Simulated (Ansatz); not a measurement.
Input file:

```yaml
crystal:
  periodic: [false, false, false]
  atoms:
    - {symbol: Ge, position_ang: [0.062437, -0.593970, -0.003242]}
    - {symbol: Cl, position_ang: [-0.102438, 0.667222, -1.726819]}
    - {symbol: Cl, position_ang: [-0.025817, 0.634798, 1.735341]}
    - {symbol: H, position_ang: [1.351986, -1.485850, 0.018385]}
    - {symbol: H, position_ang: [-1.340463, -1.504983, -0.084498]}
basis:
  gaussian: {orbitals: cc-pVDZ}
magnetization: {spin_polarized: true, initial_magnetization: 0}
correlation: {method: mp2, electrons: outside_noble_gas}
accuracy: high
output: {forces: true}
```

```sh
$ ansatz run in.yaml --threads 1 --pin off --events-out ev --progress --plain --max-ram 2393MiB
```

Log:

```
1624 factors; integrals over basis functions are off by at most 4.4e-9 eV
mean field evaluation 1: about -81512.7900 eV, gradient 1.3e1 eV
mean field evaluation 2: about -81512.8017 eV, gradient 1.3e1 eV
mean field evaluation 4: about -81513.9175 eV, gradient 9.4e-1 eV
mean field evaluation 8: about -81513.9282 eV, gradient 2.7e-5 eV
mean field -81513.92822718 eV, -2995.5816102240 hartree, gradient 1.7e-8 eV, S^2 0.000000; 0 other end points of the search recorded, 0 dependent functions left out
24 core orbitals not correlated: weight in the atoms' cores, before any rotation towards them, 0.998 or more for the frozen orbitals, at most 0.001 for the correlated occupied ones
reference -81513.92822718 eV, -2995.5816102240 hartree; 10, 10 occupied and 39, 39 virtual orbitals, 1624 factors
second order -9.86097442 eV of doubles, -0.00000000 eV of singles
the calculation of the forces begins
Total energy: -81523.78920160 eV, -2995.9439943499 hartree
Atom 0 at     0.062437    -0.593970    -0.003242 Å, force    -1.573231    -1.896591    -0.291181 eV/Å
Atom 1 at    -0.102438     0.667222    -1.726819 Å, force     0.257804     0.173414    -0.242124 eV/Å
Atom 2 at    -0.025817     0.634798     1.735341 Å, force     0.083003     0.206238     0.367042 eV/Å
Atom 3 at     1.351986    -1.485850     0.018385 Å, force    -0.454663     0.546189    -0.082168 eV/Å
Atom 4 at    -1.340463    -1.504983    -0.084498 Å, force     1.687087     0.970750     0.248431 eV/Å
Dipole moment:     0.107222    -0.363330     0.017462 e Å
```

Forces (eV/Å):
```
Ge  -1.573 -1.897 -0.291
Cl   0.258  0.173 -0.242
Cl   0.083  0.206  0.367
H   -0.455  0.546 -0.082
H    1.687  0.971  0.248
```

Ran on 1 thread of Intel Xeon, shared host: 29 s wall, 0.32 GiB peak host memory.
